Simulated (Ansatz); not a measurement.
Basis-set series for BClH₂ (`BCl`). The species carries charge 0 and has multiplicity 1. All single points use the PBE0-D4/def2-TZVP geometry.

```csv
functional,basis,functions,energy (Eh),HOMO (eV),LUMO (eV)
PBE0-D4,def2-SVP,42,-485.90983,-8.53,-1.66
PBE0-D4,def2-QZVPP,187,-486.11184,-8.67,-1.86
ωB97M-V,def2-SVP,42,-486.05656,-10.76,0.48
ωB97M-V,def2-QZVPP,187,-486.25893,-10.95,0.11
```

Task: Give the rows for def2-TZVPP. (An estimate is asked.)

Result: The calculation gave: 
| functional | basis | functions | energy (Eh) | HOMO (eV) | LUMO (eV) |
| --- | --- | --- | --- | --- | --- |
| PBE0-D4 | def2-TZVPP | 101 | -486.09653 | -8.65 | -1.82 |
| ωB97M-V | def2-TZVPP | 101 | -486.24436 | -10.92 | 0.20 |

Positive LUMOs are unbound and depend on the basis.

All numbers were calculated with Ansatz.
